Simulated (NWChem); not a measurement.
All runs are NWChem calculations. System: difluoromethane (CH₂F₂), charge 0, spin multiplicity 1, at a geometry optimised with PBE0/def2-SVP. Level: TD-PBE/def2-SVPD.

The NWChem input:

```
start mol
memory heap 200 mb stack 900 mb global 1100 mb
geometry units angstroms nocenter noautoz
  F      1.095795     0.000000     0.287172
  C      0.000000     0.000000    -0.490991
  F     -1.095795     0.000000     0.287172
  H      0.000000    -0.913695    -1.111578
  H      0.000000     0.913695    -1.111578
  symmetry group C2v
end
basis spherical
  * library def2-svpd
end
dft
  xc xpbe96 cpbe96
  semidirect memsize 60000000 filesize 0
  iterations 100
end
tddft
  rpa
  nroots 6
  notriplet
  thresh 1e-4
end
task tddft energy
```

NWChem printed:

```
             Northwest Computational Chemistry Package (NWChem) 7.3.0
             --------------------------------------------------------

                                NWChem Input Module
                                -------------------

 Scaling coordinates for geometry "geometry" by  1.889725989
 (inverse scale =  0.529177249)

 Turning off AUTOSYM since
 SYMMETRY directive was detected!

                             Geometry "geometry" -> ""
                             -------------------------

 Output coordinates in angstroms (scale by  1.889725989 to convert to a.u.)

  No.       Tag          Charge          X              Y              Z
 ---- ---------------- ---------- -------------- -------------- --------------
    1 F                    9.0000     1.09579500     0.00000000     0.28717200
    2 C                    6.0000     0.00000000     0.00000000    -0.49099100
    3 F                    9.0000    -1.09579500     0.00000000     0.28717200
    4 H                    1.0000     0.00000000    -0.91369500    -1.11157800
    5 H                    1.0000     0.00000000     0.91369500    -1.11157800

 Effective nuclear repulsion energy (a.u.)      77.6550504557

            Nuclear Dipole moment (a.u.)
            ----------------------------
        X                 Y               Z
 ---------------- ---------------- ----------------
     0.0000000000     0.0000000000    -0.0000113384

      Symmetry information
      --------------------

 Group name             C2v
 Group number             16
 Group order               4
 No. of unique centers     3

      Symmetry unique atoms

     1    2    4


 Summary of "ao basis" -> "" (spherical)
 ------------------------------------------------------------------------------
       Tag                 Description            Shells   Functions and Types
 ---------------- ------------------------------  ------  ---------------------
 *                         def2-svpd                  on all atoms

  pbe96 is a nonlocal functional; adding pw91lda local functional.

                                 NWChem DFT Module
                                 -----------------

 Summary of "ao basis" -> "ao basis" (spherical)
 ------------------------------------------------------------------------------
       Tag                 Description            Shells   Functions and Types
 ---------------- ------------------------------  ------  ---------------------
 F                         def2-svpd                 9       23   4s3p2d
 C                         def2-svpd                 8       20   4s2p2d
 H                         def2-svpd                 4        8   2s2p

 Summary of "ao basis" -> "ao basis" (spherical)
 ------------------------------------------------------------------------------
       Tag                 Description            Shells   Functions and Types
 ---------------- ------------------------------  ------  ---------------------
 F                         def2-svpd                 9       23   4s3p2d
 C                         def2-svpd                 8       20   4s2p2d
 H                         def2-svpd                 4        8   2s2p

      Symmetry analysis of basis
      --------------------------

        a1         32
        a2         11
        b1         22
        b2         17

            General Information
            -------------------
          SCF calculation type: DFT
          Wavefunction type:  closed shell.
          No. of atoms     :     5
          No. of electrons :    26
           Alpha electrons :    13
            Beta electrons :    13
          Charge           :     0
          Spin multiplicity:     1
          Use of symmetry is: off; symmetry adaption is: on
          Maximum number of iterations: 100
          AO basis - number of functions:    82
                     number of shells:    34
          Convergence on energy requested:  1.00D-06
          Convergence on density requested:  1.00D-05
          Convergence on gradient requested:  5.00D-04

              XC Information
              --------------
          PerdewBurkeErnzerhof Exchange Functional  1.000
            Perdew 1991 LDA Correlation Functional  1.000 local
           PerdewBurkeErnz. Correlation Functional  1.000 non-local

             Grid Information
             ----------------
          Grid used for XC integration:  medium
          Radial quadrature: Mura-Knowles
          Angular quadrature: Lebedev.
          Tag              B.-S. Rad. Rad. Pts. Rad. Cut. Ang. Pts.
          ---              ---------- --------- --------- ---------
          F                   0.50       49           9.0       434
          C                   0.70       49           8.0       434
          H                   0.35       45           8.0       434
          Grid pruning is: on
          Number of quadrature shells:   237
          Spatial weights used:  Erf1

          Convergence Information
          -----------------------
          Convergence aids based upon iterative change in
          total energy or number of iterations.
          Levelshifting, if invoked, occurs when the
          HOMO/LUMO gap drops below (HL_TOL):  1.00D-02
          DIIS, if invoked, will attempt to extrapolate
          using up to (NFOCK): 10 stored Fock matrices.

                    Damping( 0%)  Levelshifting(0.5)       DIIS
                  --------------- ------------------- ---------------
          dE  on:    start            ASAP                start
          dE off:    2 iters        100 iters           100 iters
[...]
     2   0 1 1     -0.000000     -0.000000     -0.000000      0.000000
     2   0 0 2    -11.718232    -15.504675    -15.504675     19.291118

                                NWChem TDDFT Module
                                -------------------

            General Information
            -------------------
           No. of orbitals :     164
            Alpha orbitals :      82
             Beta orbitals :      82
        Alpha frozen cores :       0
         Beta frozen cores :       0
     Alpha frozen virtuals :       0
      Beta frozen virtuals :       0
         Spin multiplicity :       1
    Number of AO functions :      82
        Use of symmetry is : off
      Symmetry adaption is : on
         Schwarz screening :  0.10D-07

              XC Information
              --------------
   PerdewBurkeErnzerhof Exchange Functional   1.00
     Perdew 1991 LDA Correlation Functional   1.00 local
    PerdewBurkeErnz. Correlation Functional   1.00 non-local

             TDDFT Information
             -----------------
          Calculation type : TDDFT
         Wavefunction type : Restricted singlets
          No. of electrons :      26
           Alpha electrons :      13
            Beta electrons :      13
              No. of roots :       6
          Max subspacesize :    5200
            Max iterations :     100
               Target root :       1
           Target symmetry : none
      Symmetry restriction : off
                 Algorithm : Optimal
        Davidson threshold :  0.10D-03

            Memory Information
            ------------------
          Available GA space size is         144172476 doubles
          Available MA space size is          50656348 doubles
          Length of a trial vector is          897
          Algorithm : Incore multiple tensor contraction
          Estimated peak GA usage is          19018012 doubles
          Estimated peak MA usage is             25800 doubles

    6 smallest eigenvalue differences (eV)
--------------------------------------------------------
  No. Spin  Occ  Vir  Irrep   E(Occ)    E(Vir)   E(Diff)
--------------------------------------------------------
    1    1   13   14 b2       -0.299     0.005     8.268
    2    1   13   15 a2       -0.299     0.038     9.155
    3    1   13   16 b2       -0.299     0.052     9.551
    4    1   13   17 a1       -0.299     0.056     9.667
    5    1   12   14 b1       -0.358     0.005     9.880
    6    1   11   14 a1       -0.370     0.005    10.211
--------------------------------------------------------

  Entering Davidson iterations
  Restricted singlet excited states

  Iter   NTrls   NConv    DeltaV     DeltaE      Time
  ----  ------  ------  ---------  ---------  ---------
    1      6       0     0.18E+00   0.10+100        4.7
    2     12       0     0.76E-01   0.77E-02        4.8
    3     24       0     0.21E-01   0.16E-02        4.8
    4     36       0     0.10E-01   0.17E-03        5.8
    5     48       0     0.48E-02   0.39E-04        4.7
    6     60       0     0.38E-02   0.43E-05        5.4
    7     72       0     0.19E-02   0.39E-05        4.5
    8     84       2     0.81E-03   0.11E-05        4.5
    9     92       3     0.36E-03   0.15E-06        3.5
   10     98       4     0.16E-03   0.26E-07        2.8
   11    102       6     0.92E-04   0.40E-08        2.3
  ----  ------  ------  ---------  ---------  ---------
  Convergence criterion met

  Ground state a1       -238.582086044331 a.u.

  ----------------------------------------------------------------------------
  Root   1 singlet b2             0.305592668 a.u.                8.3156 eV
  ----------------------------------------------------------------------------
     Transition Moments    X  0.00000   Y  0.35854   Z  0.00000
     Transition Moments   XX  0.00000  XY  0.00000  XZ  0.00000
     Transition Moments   YY -0.00000  YZ -1.75127  ZZ -0.00000
     Dipole Oscillator Strength                    0.0261893400
     Electric Quadrupole                           0.0000004661
     Magnetic Dipole                               0.0000014898
     Total Oscillator Strength                     0.0261912958

          sigma_e =   2.6109 Angstrom
          sigma_h =   1.3792 Angstrom
         |d_h->e| =   0.6494 Angstrom
            d_exc =   3.0230 Angstrom
            d_CD1 =   1.8811 Angstrom
            d_CD2 =  -1.3457 Angstrom
            d_CD3 =   3.6724 Angstrom
     Pearson C.C. =   0.0003

     Occ.   13  b2  ---  Virt.   14  a1  -0.99887 X
  ----------------------------------------------------------------------------
  Root   2 singlet a2             0.340714861 a.u.                9.2713 eV
  ----------------------------------------------------------------------------
     Transition Moments    X -0.00000   Y -0.00000   Z  0.00000
     Transition Moments   XX  0.00000  XY -0.14181  XZ  0.00000
     Transition Moments   YY  0.00000  YZ  0.00000  ZZ  0.00000
     Dipole Oscillator Strength                    0.0000000000
     Electric Quadrupole                           0.0000000042
     Magnetic Dipole                               0.0000025344
     Total Oscillator Strength                     0.0000025387

          sigma_e =   2.2881 Angstrom
          sigma_h =   1.3777 Angstrom
         |d_h->e| =   0.2750 Angstrom
            d_exc =   2.6902 Angstrom
            d_CD1 =   1.1854 Angstrom
            d_CD2 =  -1.5579 Angstrom
            d_CD3 =   2.9652 Angstrom
     Pearson C.C. =  -0.0045

     Occ.   13  b2  ---  Virt.   15  b1   0.99867 X
  ----------------------------------------------------------------------------
  Root   3 singlet b2             0.354701677 a.u.                9.6519 eV
  ----------------------------------------------------------------------------
     Transition Moments    X  0.00000   Y -0.30271   Z  0.00000
     Transition Moments   XX  0.00000  XY  0.00000  XZ  0.00000
     Transition Moments   YY -0.00000  YZ  0.60415  ZZ -0.00000
     Dipole Oscillator Strength                    0.0216685156
     Electric Quadrupole                           0.0000000867
     Magnetic Dipole                               0.0000015419
     Total Oscillator Strength                     0.0216701443

          sigma_e =   2.5112 Angstrom
          sigma_h =   1.3791 Angstrom
         |d_h->e| =   0.0907 Angstrom
            d_exc =   2.8773 Angstrom
            d_CD1 =   1.2227 Angstrom
            d_CD2 =  -1.8545 Angstrom
            d_CD3 =   2.9679 Angstrom
     Pearson C.C. =  -0.0090

     Occ.   13  b2  ---  Virt.   16  a1  -0.99776 X
  ----------------------------------------------------------------------------
  Root   4 singlet a1             0.360816660 a.u.                9.8183 eV
  ----------------------------------------------------------------------------
     Transition Moments    X  0.00000   Y  0.00000   Z -0.51120
     Transition Moments   XX -0.83055  XY -0.00000  XZ  0.00000
     Transition Moments   YY  1.17469  YZ -0.00000  ZZ  0.97922
     Dipole Oscillator Strength                    0.0628600608
     Electric Quadrupole                           0.0000003058
     Magnetic Dipole                               0.0000000000
     Total Oscillator Strength                     0.0628603665

          sigma_e =   2.5651 Angstrom
          sigma_h =   1.3823 Angstrom
         |d_h->e| =   0.5915 Angstrom
            d_exc =   3.0057 Angstrom
            d_CD1 =   1.7743 Angstrom
            d_CD2 =  -1.3822 Angstrom
            d_CD3 =   3.5972 Angstrom
     Pearson C.C. =  -0.0274

     Occ.   11  a1  ---  Virt.   14  a1  -0.18738 X
     Occ.   13  b2  ---  Virt.   17  b2  -0.97393 X
     Occ.   13  b2  ---  Virt.   20  b2  -0.07937 X
  ----------------------------------------------------------------------------
  Root   5 singlet b1             0.364215934 a.u.                9.9108 eV
  ----------------------------------------------------------------------------
     Transition Moments    X  0.37243   Y -0.00000   Z  0.00000
     Transition Moments   XX -0.00000  XY -0.00000  XZ -0.47586
     Transition Moments   YY  0.00000  YZ  0.00000  ZZ  0.00000
     Dipole Oscillator Strength                    0.0336791319
     Electric Quadrupole                           0.0000000583
     Magnetic Dipole                               0.0000004371
     Total Oscillator Strength                     0.0336796272

          sigma_e =   2.5461 Angstrom
          sigma_h =   1.3178 Angstrom
         |d_h->e| =   1.2820 Angstrom
            d_exc =   3.1214 Angstrom
            d_CD1 =   2.5103 Angstrom
            d_CD2 =  -0.6499 Angstrom
            d_CD3 =   4.4034 Angstrom
     Pearson C.C. =   0.0178

     Occ.   11  a1  ---  Virt.   15  b1  -0.05548 X
     Occ.   12  b1  ---  Virt.   14  a1   0.99613 X
     Occ.   12  b1  ---  Virt.   16  a1  -0.05880 X
  ----------------------------------------------------------------------------
  Root   6 singlet a1             0.380111429 a.u.               10.3434 eV
  ----------------------------------------------------------------------------
     Transition Moments    X -0.00000   Y  0.00000   Z -0.14155
     Transition Moments   XX -0.81648  XY -0.00001  XZ -0.00000
     Transition Moments   YY  1.16033  YZ  0.00000  ZZ  1.23572
     Dipole Oscillator Strength                    0.0050776390
     Electric Quadrupole                           0.0000003960
     Magnetic Dipole                               0.0000000000
     Total Oscillator Strength                     0.0050780351

          sigma_e =   2.5977 Angstrom
          sigma_h =   1.3410 Angstrom
         |d_h->e| =   1.0823 Angstrom
            d_exc =   3.0570 Angstrom
            d_CD1 =   2.3389 Angstrom
            d_CD2 =  -0.8870 Angstrom
            d_CD3 =   4.1393 Angstrom
     Pearson C.C. =   0.0535

     Occ.   11  a1  ---  Virt.   14  a1   0.97519 X
     Occ.   12  b1  ---  Virt.   15  b1  -0.07912 X
     Occ.   13  b2  ---  Virt.   17  b2  -0.17369 X
     Occ.   13  b2  ---  Virt.   20  b2  -0.06774 X

              Target root =      1
          Target symmetry = none
      Ground state energy =   -238.582086044331
        Excitation energy =      0.305592667746
     Excited state energy =   -238.276493376585

  stored tddft:energy   -238.27649337658468

 Task  times  cpu:       51.8s     wall:       51.8s

 Total times  cpu:       51.8s     wall:       51.8s
```
